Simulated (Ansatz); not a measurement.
Molecule: C2H3, charge 0, multiplicity 2. It need not be the lowest isomer of its formula. 
Structure (B3LYP-D3(BJ)/def2-TZVP (Ansatz, a first-principles code) minimum search):
```xyz
5

C      0.0510    -0.5838    -0.0118
C      0.0446     0.7173     0.0179
H     -0.8735    -1.1638    -0.0541
H      0.9720    -1.1602     0.0038
H     -0.6722     1.5232     0.0139
```
Charge 0, spin multiplicity 2.

Wanted: vertical ionisation energy (to the singlet state of charge +1; each state is the SCF solution reached for its spin; the UHF <S^2> is 0.93 for the doublet (pure: 0.75); for the singlet the Hartree-Fock reference is unstable and T1 is 0.031), in eV. Cores are frozen in the correlated levels unless marked. UHF or UKS for open shells. Spin-orbit coupling is left out. Non-relativistic. Basis-set limits of correlation are two-point, X^-3; Hartree-Fock from the larger set. [CCSD(T)-MP2]/basis is that difference in the basis named.

```tsv
level	program	vertical ionisation energy (eV)
HF/aug-cc-pVTZ	Ansatz	9.27
RI-HF/aug-cc-pVQZ	Ansatz	9.27
```

**Question.** What does RI-MP2/CBS(aug-cc-pVTZ,aug-cc-pVQZ)+[CCSD(T)-MP2]/aug-cc-pVTZ (Ansatz) give?

**Answer.** 9.53 eV
